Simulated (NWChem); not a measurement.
**[CF2]+ (SMILES F[C+]F): levels of theory compared**

Wanted: a comparison of 6 runs (UHF/STO-3G, UHF/def2-SVP, UB3LYP/6-31G*, UPBE/6-31G*, UMP2/STO-3G, UMP2/cc-pVTZ) of [CF2]+. 

Program for the calculation: NWChem 7.3.0.

2 further runs of the same task are left out: 2 set aside as unsound or not needed. Runs told in other sessions of the task aren't counted.

### Step 1. The molecule

[CF2]+: 3 atoms, total charge +1, spin state doublet. As SMILES, `F[C+]F`. The shape is that of a PBE0-D4/def2-TZVP optimisation.

Bond lengths: F1–C2 1.214 Å, C2–F3 1.214 Å. Angles: F1–C2–F3 124.6°.

### Step 2. Energy and forces at UHF/STO-3G (run 1)

File run.nw:

```
start run
title "CF2 gradient"
memory stack 880 mb heap 220 mb global 1100 mb
charge 1
geometry units angstrom noautosym nocenter noautoz
  F      0.379110     0.972980     0.316190
  C      0.275710    -0.221360     0.127270
  F     -0.654830    -0.751620    -0.443470
end
basis spherical bse
  * library STO-3G
end
scf
  nopen 1
  uhf
  thresh 1e-08
  maxiter 80
end
task scf gradient
```

On the command line:

```
nwchem run.nw > run.out
```

Output:

```text
[...]
  functions       =    15
[...]
  wavefunction    = UHF
[...]
         Total SCF energy =   -233.093129746155
      One electron energy =   -448.103274005961
      Two electron energy =    147.976882710989
 Nuclear repulsion energy =     67.033261548817
                       Sz =      0.5000
                 Sz(Sz+1) =      0.7500
                      S^2 =      0.7573
[...]
                         UHF ENERGY GRADIENTS
    atom               coordinates                        gradient
                 x          y          z           x          y          z
   1 F       0.716414   1.838666   0.597512   -0.011045  -0.105201  -0.017707
   2 C       0.521016  -0.418310   0.240505   -0.070245   0.056393  -0.032427
   3 F      -1.237449  -1.420356  -0.838037    0.081290   0.048808   0.050133
[...]
```

Run time: 0.92 s. Hardware: 1 thread of Intel Xeon Platinum 8259CL at 2.50GHz (Skylake/Cascade Lake), shared host; peak memory 0.099 GiB.

### Step 3. Energy and forces at UHF/def2-SVP (run 2)

File geom.nw:

```
START geom
memory stack 880 mb heap 220 mb global 1100 mb
charge 1

GEOMETRY units angstroms noautosym nocenter noautoz
F      0.379110     0.972980     0.316190
C      0.275710    -0.221360     0.127270
F     -0.654830    -0.751620    -0.443470
END

BASIS spherical bse
F library def2-SVP
C library def2-SVP
END

SCF
doublet
uhf
thresh 1e-08
maxiter 80
noprint "final vectors analysis"
END

TASK scf gradient
```

On the command line:

```
nwchem geom.nw > geom.out
```

Output:

```text
[...]
  functions       =    42
[...]
  wavefunction    = UHF
[...]
         Total SCF energy =   -236.092015866650
      One electron energy =   -451.994392543652
      Two electron energy =    148.869115128185
 Nuclear repulsion energy =     67.033261548817
                       Sz =      0.5000
                 Sz(Sz+1) =      0.7500
                      S^2 =      0.7553
[...]
                         UHF ENERGY GRADIENTS
    atom               coordinates                        gradient
                 x          y          z           x          y          z
   1 F       0.716414   1.838666   0.597512    0.004554   0.033220   0.006178
   2 C       0.521016  -0.418310   0.240505    0.020740  -0.016654   0.009573
   3 F      -1.237449  -1.420356  -0.838037   -0.025293  -0.016566  -0.015751
[...]
```

Run time: 2.8 s. Hardware: 1 thread of Intel Xeon Platinum 8259CL at 2.50GHz (Skylake/Cascade Lake), shared host; peak memory 0.1 GiB.

### Step 4. Energy and gradient at UB3LYP/6-31G(d) (spherical functions) (run 3)

File calc.nw:

```
start calc
title "CF2 gradient"
memory 2200 mb
charge 1
geometry units angstroms noautosym nocenter noautoz
 F      0.379110     0.972980     0.316190
 C      0.275710    -0.221360     0.127270
 F     -0.654830    -0.751620    -0.443470
end
basis spherical bse
 * library 6-31G*
end
dft
 xc b3lyp
 mult 2
 grid xfine
 convergence energy 1e-08
 maxiter 100
 mulliken
end
task dft gradient
```

On the command line:

```
nwchem calc.nw > calc.out
```

Output:

```text
[...]
          Wavefunction type:  spin polarized.
          No. of atoms     :     3
          No. of electrons :    23
[...]
          Charge           :     1
          Spin multiplicity:     2
[...]
          AO basis - number of functions:    42
[...]
              XC Information
              --------------
                         B3LYP Method XC Potential
                     Hartree-Fock (Exact) Exchange  0.200
                        Slater Exchange Functional  0.800 local
                    Becke 1988 Exchange Functional  0.720 non-local
              Lee-Yang-Parr Correlation Functional  0.810
                  VWN I RPA Correlation Functional  0.190 local
[...]
 d= 0,ls=0.0,diis     1   -237.0521215427 -3.04D+02  2.14D-02  6.44D-01     1.0
[...]
 d= 0,ls=0.0,diis     9   -237.2813330202 -7.78D-09  1.16D-06  7.68D-09     7.7
[...]
         Total DFT energy =     -237.281333020211
      One electron energy =     -452.501022590533
           Coulomb energy =      174.112747336164
    Exchange-Corr. energy =      -25.926319314660
 Nuclear repulsion energy =       67.033261548817
[...]
      Total Density - Mulliken Population Analysis
     ---------------------------------------------
    Atom       Charge   Shell Charges
 -----------   ------   -------------------------------------------------------
    1 F    9     8.93   2.00  0.97  3.28  0.96  1.70  0.03
    2 C    6     5.13   2.00  0.74  1.66  0.35  0.24  0.14
    3 F    9     8.93   2.00  0.97  3.28  0.96  1.70  0.03
[...]
      <S2> =      0.7524 (Exact =     0.7500)
[...]
  wavefunction    = open shell
                         DFT ENERGY GRADIENTS
    atom               coordinates                        gradient
                 x          y          z           x          y          z
   1 F       0.716414   1.838666   0.597512   -0.002528  -0.022519  -0.003880
   2 C       0.521016  -0.418310   0.240505   -0.014820   0.011891  -0.006842
   3 F      -1.237449  -1.420356  -0.838037    0.017348   0.010628   0.010722
[...]
```

Wall time 9.9 s (1 thread of Intel Xeon Platinum 8259CL at 2.50GHz (Skylake/Cascade Lake), shared host); peak memory 0.12 GiB.

Runs 4 to 5 aren't shown in full; the table further down has their settings and results.

### Step 5. Energy and forces at UMP2/cc-pVTZ (run 6)

File calc.nw:

```
start calc
title "CF2"
memory stack 880 mb heap 220 mb global 1100 mb
charge 1

geometry units angstrom noautosym nocenter noautoz
 F        0.379110       0.972980       0.316190
 C        0.275710      -0.221360       0.127270
 F       -0.654830      -0.751620      -0.443470
end

basis spherical bse
 * library cc-pVTZ
end

scf
 doublet
 uhf
 thresh 1e-08
 maxiter 80
end

mp2
 freeze core 3
 tight
end

task mp2 gradient
```

On the command line:

```
nwchem calc.nw > calc.out
```

Output:

```text
[...]
  functions       =    90
[...]
  wavefunction    = UHF
[...]
         Total SCF energy =   -236.381327533311
      One electron energy =   -452.601282466136
      Two electron energy =    149.186693384008
 Nuclear repulsion energy =     67.033261548817
                       Sz =      0.5000
                 Sz(Sz+1) =      0.7500
                      S^2 =      0.7557
[...]
          Total MP2 energy          -236.982886854193
[...]
                         mp2 ENERGY GRADIENTS
    atom               coordinates                        gradient
                 x          y          z           x          y          z
   1 F       0.716414   1.838666   0.597512   -0.001503  -0.005429  -0.001427
   2 C       0.521016  -0.418310   0.240505   -0.002368   0.001898  -0.001093
   3 F      -1.237449  -1.420356  -0.838037    0.003870   0.003531   0.002520
[...]
```

Wall time 73 s (1 thread of Intel Xeon Platinum 8259CL at 2.50GHz (Skylake/Cascade Lake), shared host); peak memory 0.26 GiB.

### Step 6. The series

```tsv
run	level	iteration cap	module	energy (Eh)	HOMO energy (eV)	LUMO energy (eV)	⟨S²⟩	wall time
1	UHF/STO-3G	80	scf	-233.093130	-22.53	-6.08	0.757	0.92 s
2	UHF/def2-SVP	80	scf	-236.092016	–	–	0.755	2.8 s
3	UB3LYP/6-31G* (spherical functions)	100	dft	-237.281333	-18.66	-13.54	0.752	9.9 s
4	UPBE/6-31G* (spherical functions)	100	dft	-237.061087	–	–	0.752	11 s
5	UMP2/STO-3G	80	mp2	-233.204600	-22.53	-6.08	0.757	1.9 s
6	UMP2/cc-pVTZ	80	mp2	-236.982887	-24.70	-7.90	0.756	73 s
```

### Step 7. Outcome

| quantity | value |
| --- | --- |
| run 6: total energy | -236.98289 Eh |
| run 6: HOMO energy (Hartree–Fock orbitals) (highest over α and β) | -24.70 eV |
| run 6: LUMO energy (Hartree–Fock orbitals) (lowest over α and β) | -7.90 eV |
| run 6: correlation energy (3 core orbitals frozen) | -601.6 mEh |
| run 6: ⟨S²⟩ of the reference determinant | 0.756 |
| run 6: largest force on an atom | 0.299 eV/Å |

What this shows: Totals of different functionals can't be ranked against each other. In runs 1, 5 the basis is minimal, so the values are rough. All runs together took 100 s, the longest 73 s.
